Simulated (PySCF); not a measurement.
**Working out the ionisation energy of Ne**

Ne [Ne] (1S) → Ne⁺ [He] 2s2 2p5 (2P). Computed with PySCF 2.14 in aug-cc-pwCVDZ, with the non-relativistic Hamiltonian (point nucleus). Frozen: nothing. Energies in hartree (1 hartree = 27.21139 eV):

| part | Ne (lower) | Ne⁺ (upper) |
| --- | --- | --- |
| UHF | -128.496354 | -127.767046 |
| CCSD correlation | -0.252359 | -0.195429 |
| (T) | -0.003275 | -0.001892 |

Problem. What does Hartree-Fock give?

Solution. (-127.767046) − (-128.496354) = 0.729308 hartree = 19.845 eV.

Problem. What do CCSD and CCSD(T) give?

Solution. The CCSD correlation energies differ by 0.056930 hartree = 1.549 eV and the triples by 0.001383 hartree = 0.038 eV, so CCSD gives 21.394 eV and CCSD(T) 21.432 eV.

Measured between the centres of the two terms (NIST): 21.597 eV, so CCSD(T) (valence and next inner shell) is off by -0.165 eV.

A double-zeta basis recovers only part of the correlation energy.

What remains against the reference includes basis incompleteness and higher excitations.
